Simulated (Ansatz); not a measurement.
C2HFO2 can be A, `O=C=C(O)F`, or B, `O=C1OC1F`.

Program: Ansatz. Geometries: PBE0-D4/def2-TZVP. ΔE: electronic, gas phase. CCSD(T)/CBS is the MP2 limit (def2-TZVPP, def2-QZVPP) plus CCSD(T) − MP2 in def2-TZVPP, frozen cores. DFT in def2-TZVPP. B3LYP here is the variant with VWN-RPA as its local correlation; programs differ in this. One conformer a species, not always the lowest.

A:

```xyz
6

O    -2.1551    0.6469   -0.3318
C    -1.1025    0.1953   -0.1289
C     0.0969   -0.2980    0.0876
O     1.1937    0.1336   -0.5562
F     0.2405   -1.3617    0.8975
H     1.7265    0.6840    0.0317
```

B:

Z-matrix (Å, degrees):
```
C
F 1 1.331
C 1 1.443 2 120.5
O 1 1.463 2 114.3 3 62.1
H 1 1.086 2 112.2 3 -165.1
O 3 1.178 1 157.7 2 -77.9
```

(1) Which is lower in electronic energy at CCSD(T)/CBS, and by how much? (An estimate is asked.)

(2) Give E(B) − E(A) in kcal/mol with CCSD(T)/def2-SVP, r2SCAN-D4, B2PLYP, PBE-D4, HF/def2-TZVPP, B3LYP, PBE0-D4. (Estimate.)

(3) Does the order hold for the free energy at 298.15 K (harmonic terms from PBE0-D4)? (Best estimate.)

Largest T1 diagnostic: 0.016.

Results:

(1) Ansatz gave: B, by 13.3 kcal/mol.

(2) Ansatz gave: CCSD(T)/def2-SVP -14.7, r2SCAN-D4 -14.9, B2PLYP -13.0, PBE-D4 -14.0, HF/def2-TZVPP -11.3, B3LYP -10.8, PBE0-D4 -14.6. None reverses the order clearly.

(3) Ansatz gave: Yes: G(B) − G(A) = -12.1 kcal/mol, for one conformer each.

Leaving LDA and LC-ωPBE aside and taking each functional with its dispersion term where it has one, the values, not all of them listed here, spread over 6.1 kcal/mol, from PBE-QIDH to BLYP-D4. From BLYP to BHLYP (50 % exact exchange), in def2-TZVPP and without D4, E(B) − E(A) moves by −1.3 kcal/mol.
